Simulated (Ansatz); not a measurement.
# CHOSi (quartet): wave-function methods side by side at a displaced geometry (v1), cc-pVDZ

Aim: climb from Hartree-Fock through coupled cluster for CHOSi (quartet) at one geometry and basis, and see what each rung misses.

Computed with Ansatz 0.2.0, Gaussian basis. Level: cc-pVDZ, core rule «outside noble gas», up to 7 orbitals frozen.

To be run: UHF; CCSD(T) on ROHF; CCSD(T) on UHF; BCCD(T) on ROHF; CISD; CCSDT(Q) on ROHF; CCSDT(Q) on UHF.

25 further runs of the same task are left out: 13 that didn't finish, 12 set aside as unsound or not needed.

### 1 The system

The geometry is a PBE0/def2-TZVP stationary point (not a proven minimum) with its atoms shifted at random (size 0.040 Å).

4 atoms, charge 0, spin multiplicity 4.

Atoms are counted from 1 here; the program's logs count them from 0.

Bond lengths: O1–C2 1.194 Å, C2–Si3 1.985 Å, C2–H4 1.104 Å. Angles: O1–C2–Si3 129.2°, O1–C2–H4 123.3°, Si3–C2–H4 107.5°.

### 2 UHF

in.yaml reads:

```yaml
crystal:
  periodic: [false, false, false]
  atoms:
    - {symbol: O, position_ang: [-0.022023, -0.331072, 1.627318]}
    - {symbol: C, position_ang: [-0.022856, 0.403074, 0.686128]}
    - {symbol: Si, position_ang: [0.025108, -0.037685, -1.248253]}
    - {symbol: H, position_ang: [-0.077669, 1.502228, 0.774689]}
basis:
  gaussian: {orbitals: cc-pVDZ}
magnetization: {spin_polarized: true, initial_magnetization: 3}
hamiltonian: {xc: hf}
output: {orbitals: {seedname: orbitals}}
```

On the command line:

```
$ ansatz run in.yaml --threads 1 --pin off --events-out ev --progress --plain --max-ram 2393MiB
```

After this run come: CCSD(T) on ROHF; CCSD(T) on UHF; BCCD(T) on ROHF; CISD; CCSDT(Q) on ROHF; CCSDT(Q) on UHF.

Before running them: what should the planned runs give, taken together? Wanted: UCCSDT(Q) below the RHF energy; RMP2 from UCCSDT(Q); UMP2 from UCCSDT(Q); RCCSD from UCCSDT(Q); RCCSD(T) from UCCSDT(Q); UCCSD(T) from UCCSDT(Q); RCCSDT(Q) from UCCSDT(Q); T1 diagnostic.

**Answer**, as computed:

| quantity | value |
| --- | --- |
| UCCSDT(Q) below the RHF energy | -11.3283 eV |
| RMP2 from UCCSDT(Q) | +134.3 kJ/mol |
| UMP2 from UCCSDT(Q) | +122.2 kJ/mol |
| RCCSD from UCCSDT(Q) | +59.4 kJ/mol |
| RCCSD(T) from UCCSDT(Q) | +11.1 kJ/mol |
| UCCSD(T) from UCCSDT(Q) | +10.8 kJ/mol |
| RCCSDT(Q) from UCCSDT(Q) | +0.6 kJ/mol |
| levels within 1 kcal/mol (43 meV) | RCCSDT(Q) |
| T1 diagnostic | 0.068 |

RCCSD(T) misses by +11.1 kJ/mol, 1.0 % of the correlation energy. Coupled cluster took another determinant than the lowest Hartree-Fock one. These misses are within one basis, not against nature; the frozen cores of restricted and unrestricted runs differ, which can shift their rows.
